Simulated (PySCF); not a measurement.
SMILES C(CN)C (C₃H₉N), GFN2-xTB optimised geometry.

```
13

C      0.81    -1.35    -0.02
C      0.25     0.07     0.00
C     -1.29     0.07     0.00
N     -1.90     1.38     0.00
H      0.48    -1.91     0.85
H      1.90    -1.33    -0.02
H      0.48    -1.88    -0.91
H      0.60     0.62    -0.88
H      0.60     0.59     0.89
H     -1.65    -0.47     0.88
H     -1.65    -0.47    -0.88
H     -1.60     1.90    -0.82
H     -1.60     1.91     0.82
```

Density from PBE/def2-TZVP (PySCF) at that geometry.

Minimum of the electron density along straight lines between bonded atoms, close to the bond critical point (lines longer than 1.1 times the sum of covalent radii, or with two minima, are not listed):

```
bond    length / Å  ρ at the minimum / e bohr⁻³  ∇²ρ there / e bohr⁻⁵  position (fraction from the first atom)
------  ----------  ---------------------------  --------------------  ---------------------------------------
C1–C2        1.523                        0.243                 -0.57                                     0.50
C2–C3        1.535                        0.243                 -0.57                                     0.50
C3–N4        1.452                        0.270                   [?]                                     0.41
C1–H5        1.088                        0.277                 -0.93                                     0.64
C1–H6        1.088                        0.277                 -0.93                                     0.64
C1–H7        1.088                        0.277                 -0.93                                     0.64
C2–H8        1.094                        0.275                 -0.91                                     0.64
C2–H9        1.094                        0.275                 -0.91                                     0.64
C3–H10       1.094                        0.279                 -0.95                                     0.64
C3–H11       1.094                        0.279                 -0.95                                     0.64
N4–H12       1.015                        0.336                 -1.53                                     0.73
N4–H13       1.015                        0.336                 -1.53                                     0.73
```

Some entries are withheld; supply them.


- C3–N4, ∇²ρ there / e bohr⁻⁵: -0.66
